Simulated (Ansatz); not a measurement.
C₄H₇ClO (`C=C(Cl)C(C)O`) at its PBE0-D4/def2-TZVP geometry, where that method's forces vanish. The species carries charge 0 and has multiplicity 1.

```xyz
13

C    -1.6540    0.7657   -0.9320
C    -0.3671    0.4693   -0.9247
Cl    0.7472    1.2896   -1.9709
C     0.2920   -0.5706   -0.0635
C     1.2108    0.0542    0.9745
O    -0.7303   -1.3307    0.5429
H    -2.0567    1.5294   -1.5832
H    -2.3191    0.2224   -0.2743
H     0.8910   -1.2075   -0.7324
H     1.7093   -0.7276    1.5551
H     0.6311    0.6845    1.6520
H     1.9829    0.6615    0.5012
H    -0.3371   -1.8402    1.2552
```

What forces (eV/Å) does ωB97M-V/def2-TZVPP give on these atoms in Ansatz 0.2.0? (An estimate is asked.)

Ansatz gave: 
```
C1  -0.005 -0.025  0.027
C2  -0.286  0.017  0.056
Cl3  0.137  0.112 -0.136
C4   0.247 -0.064 -0.179
C5   0.106  0.074  0.112
O6  -0.125 -0.144  0.156
H7   0.048 -0.051  0.039
H8   0.051  0.044 -0.053
H9  -0.064  0.056  0.061
H10 -0.041  0.055 -0.039
H11  0.030 -0.043 -0.047
H12 -0.057 -0.045  0.033
H13 -0.042  0.013 -0.031
```
